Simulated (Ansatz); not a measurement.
F2 ··· F2

The pair of F2 (SMILES FF, atoms 1–2) and F2 (SMILES FF, atoms 3–4), both closed shells, in one local arrangement (a lower one may exist), relaxed at PBE0-D4/def2-TZVP:

```csv
atom,x (Å),y (Å),z (Å)
F1,-0.6192,0.2885,-1.6556
F2,0.5469,-0.3542,-2.0015
F3,-0.1442,0.1118,1.1692
F4,0.2166,-0.0461,2.4878
```

Computed with Ansatz 0.2.0 (basis: def2-TZVPPD, with def2-QZVPPD for the basis limit); correlated methods freeze the cores. B3LYP uses VWN-RPA correlation. Extrapolation: Hartree–Fock as exp(−7.88 √X), correlation as X^−2.97. Interaction energies count from these two fragments, frozen as in the pair, with the counterpoise correction; negative means bound.

Question: What is the interaction energy by CCSD(T) at an estimated basis limit (MP2 extrapolated from triple and quadruple zeta, plus CCSD(T) − MP2 in triple zeta)? (To be estimated.)

Answer: By the calculation: -1.4 kJ/mol. Hartree–Fock alone gives 0.9 kJ/mol at the basis limit, so without correlation the pair would not bind at this distance. It counts from the two fragments frozen as in the pair.

The same quantity by other methods in triple zeta, and each one's difference from that estimate:
| method | E_int (kJ/mol) | difference |
| --- | --- | --- |
| PBE-D4 | -2.0 | -0.6 |
| revPBE-D4 | -1.2 | 0.2 |
| BLYP-D4 | -0.8 | 0.6 |
| r2SCAN-D4 | -2.2 | -0.8 |
| B97M-V | -1.5 | -0.1 |
| PBE0-D4 | -1.3 | 0.1 |
| B3LYP-D4 | -0.9 | 0.5 |
| HSE06-D4 | -1.3 | 0.1 |
| wB97X-V | -1.6 | -0.2 |
| wB97M-V | -1.4 | 0.0 |
| B2PLYP | -0.6 | 0.8 |
| HF | 0.9 | 2.3 |
| MP2 | -1.2 | 0.2 |
| CCSD | -0.9 | 0.5 |
| CCSD(T) | -1.2 | 0.2 |
Differences are method less estimate.

Question: Which atoms make the shortest contact between the fragments?

Answer: F1 and F3, 2.87 Å apart.

Basis-set superposition shift (counterpoise-corrected less uncorrected): CCSD(T) 1.3; MP2 1.2; HF 0.2; PBE0-D4 0.2; wB97M-V 0.2 kJ/mol.

No T1 diagnostic of these runs exceeds 0.013. The restricted Hartree–Fock reference is unstable towards an unrestricted one at one or more of these structures.

For scale, one of the runs: CCSD(T)/def2-TZVPPD, 160 basis functions, launched by `ansatz run in.yaml --threads 2 --pin off --events-out ev --progress --plain --max-ram 5222MiB`. Time: 13 s of wall clock on 2 CPU threads of an Intel Xeon Platinum 8375C; the host was shared. Peak host memory: 1 GiB.
